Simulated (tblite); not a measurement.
C3H6NO (doublet state).
Numbering: `[CH3:1][CH2:2][O:3][CH:4]=[N:5]` (hydrogens: H6, H7, H8 on C1; H9, H10 on C2; H11 on C4)

Structure used (GFN2-xTB), in Å, numbered top down from 1:
```
atom  x, y, z in Å
C1    -1.620    0.210    0.204
C2    -0.197   -0.186    0.549
O3     0.658    0.269   -0.500
C4     1.953   -0.006   -0.338
N5     2.567   -0.587    0.554
H6    -2.293   -0.127    0.987
H7    -1.695    1.290    0.109
H8    -1.915   -0.244   -0.739
H9    -0.097   -1.274    0.643
H10    0.126    0.267    1.494
H11    2.517    0.390   -1.204
```

Computed geometry: GFN2-xTB, gas phase. This method treats the open shell by occupation alone, without spin polarisation.

Take the most abundant isotopes and a rigid rotor. The values belong to one conformer with, in the numbering `[CH3:1][CH2:2][O:3][CH:4]=[N:5]`, C1–C2–O3–C4 180°, C2–O3–C4–N5 0°.

Q: Give the principal moments of inertia and the rotational constants in cm⁻¹.

A: Ia = 26.59, Ib = 173.33, Ic = 193.60 u·Å²; 505379 MHz·u·Å²/I gives 19005, 2916 and 2610 MHz, that is A = 0.63393, B = 0.09726, C = 0.08707 cm⁻¹.

Q: Classify the top.

A: A near-prolate asymmetric top. Ray's parameter κ = (2B − A − C)/(A − C) = -0.963; −1 is the prolate and +1 the oblate limit.

Q: What does the inertial defect say?

A: Not planar: Δ = Ic − Ia − Ib = -6.32 u·Å². For a rigid frame Δ = −2 Σ m c², so Σ m c² = 3.16 u·Å² lies off the ab plane, practically all of it from hydrogen. The atom farthest from that plane is 0.89 Å away.

For this open shell read J as N, the rotation without spin; fine and hyperfine splittings come on top. Its GFN2-xTB frequencies are all real (lowest 36 cm⁻¹). Constants of a rigid frame at the computed geometry: no zero-point averaging, no centrifugal distortion.
